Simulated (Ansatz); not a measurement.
Method: DFT, revPBE, plane waves (420 eV) with PAW, scalar-relativistic (Ansatz). (PAW data from PBE, frozen cores regenerated.)

An element in the hcp structure gives this curve. The cell is scaled uniformly from the relaxed one, with fractional coordinates and shape fixed. Energies are extrapolated to zero smearing, pressures are those at the given smearing. Magnetic state: non-magnetic.

```tsv
V (Å³/atom)	E − E₀ (meV/atom)	P (GPa)
12.240	240.0	52.28
12.797	97.6	30.65
13.353	22.3	13.52
13.909	-0.1	-0.02
14.466	19.5	-10.72
15.022	72.2	-19.13
15.579	150.8	-25.71
```

Q: Which element is it?
A. iridium
B. copper
C. ruthenium
D. rhenium

A: C. Its fit is V₀ = 13.91 Å³/atom, B₀ = 300 GPa, B₀′ = 4.9.
